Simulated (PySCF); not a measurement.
**SiN: input and log**

State: ²Π (doublet), unpaired electrons π ↑, a second solution, started from another occupation.

An equivalent input (the run itself took its basis sets from the Basis Set Exchange, started from a PBE0 density and held the occupation σ 7α 7β, πx 2α 1β, πy 2α 2β):

```python
from pyscf import gto, dft
mol = gto.M(atom='Si 0 0 0; N 0 0 1.566', basis={'Si': 'def2-TZVP', 'N': 'def2-TZVP'},
            charge=0, spin=1, verbose=4, symmetry='C2v')
mf = dft.UKS(mol, xc='PBE0')
mf.grids.atom_grid = (80, 434)
mf.grids.prune = dft.gen_grid.treutler_prune
mf.irrep_nelec = {'A1': (7, 7), 'B1': (2, 1), 'B2': (2, 2)}
mf.conv_tol = 1e-9
mf.max_cycle = 60
mf.diis_space = 10
mf.kernel()
```

The log (some set-up lines and the per-cycle HOMO/LUMO lines removed):

```
******** <class 'pyscf.dft.uks_symm.SymAdaptedUKS'> ********
method = SymAdaptedUKS
damping factor = 0
level_shift factor = 0
DIIS = <class 'pyscf.scf.diis.CDIIS'>
diis_start_cycle = 1
diis_space = 10
diis_damp = 0
SCF conv_tol = 1e-09
SCF conv_tol_grad = None
SCF max_cycles = 60
number electrons alpha = 11  beta = 10
Set gradient conv threshold to 3.16228e-05
init E= -343.938332934601
cycle= 1 E= -343.948270472215  delta_E= -0.00994  |g|= 0.0175  |ddm|= 0.0528
cycle= 2 E= -343.947804031813  delta_E= 0.000466  |g|= 0.0352  |ddm|= 0.0335
cycle= 3 E= -343.948448756741  delta_E= -0.000645  |g|= 0.00274  |ddm|= 0.0227
cycle= 4 E= -343.948451509923  delta_E= -2.75e-06  |g|= 0.000692  |ddm|= 0.00237
cycle= 5 E= -343.948452071344  delta_E= -5.61e-07  |g|= 0.000217  |ddm|= 0.000847
cycle= 6 E= -343.948452300362  delta_E= -2.29e-07  |g|= 0.00013  |ddm|= 0.0007
cycle= 7 E= -343.948452398794  delta_E= -9.84e-08  |g|= 4.98e-05  |ddm|= 0.000659
cycle= 8 E= -343.948452406374  delta_E= -7.58e-09  |g|= 8.17e-06  |ddm|= 0.000197
cycle= 9 E= -343.948452406579  delta_E= -2.06e-10  |g|= 2.16e-06  |ddm|= 2.66e-05
Extra cycle  E= -343.948452406578  delta_E= 1.71e-12  |g|= 3.73e-06  |ddm|= 5.35e-06
converged SCF energy = -343.948452406578  <S^2> = 0.75671673  2S+1 = 2.0067055
```

Repeating this along the bond gives Re = 1.637 Å and ωe = 1080 cm⁻¹.

A point of this curve took 1.3 CPU seconds beside 0.14 for the integrals, on Arm Neoverse V2 (shared host).
